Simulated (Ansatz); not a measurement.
Reaction (homolysis of the C–Cl bond): `FC(F)Cl` → `F[CH]F`• + Cl•

Gas-phase electronic energies from Ansatz, PBE0-D4/def2-TZVP geometries. CCSD(T)/CBS adds triple-zeta CCSD(T) − MP2 to the extrapolated MP2 energy (def2 sets, frozen cores). This one scheme is used for every species, atoms too. DFT in def2-TZVPP. No spin–orbit coupling; open shells (•) take unrestricted orbitals. Spin–orbit coupling would lower the free atoms: a little for Cl.

```csv
level,ΔE (kJ/mol)
ωB97M-V,376.0
SCS-MP2/def2-TZVPP,367.6
```

Problem. What does CCSD(T)/CBS give? (An estimate is asked.)

Solution. Computed: +372.7 kJ/mol. The listed levels differ from it by 3.3, -5.1 kJ/mol.

Largest T1 diagnostic among the species: 0.015.

From BLYP to BHLYP (50 % exact exchange), in def2-TZVPP and without D4, ΔE moves by −10.4 kJ/mol: exact exchange takes away binding that semilocal exchange gives to molecules. The D4 term adds +7.2 kJ/mol with B3LYP and +3.6 kJ/mol with PBE0; it sums over pairs of atoms, weighted by their polarisabilities, and B3LYP, whose exchange is more repulsive, gets the larger term. Leaving LDA and LC-ωPBE aside and taking each functional with its dispersion term where it has one, the values, not all of them listed here, spread over 42.4 kJ/mol, from BHLYP-D4 to ωB97M-V. LDA lies +75.0 kJ/mol from PBE without D4, its usual overbinding.

B3LYP here is the variant with VWN-RPA as its local correlation; programs differ in this.

CCSD(T)/CBS has its own doubt, a few kJ/mol and more with outer-core shells, so smaller differences from it don't rank the levels.
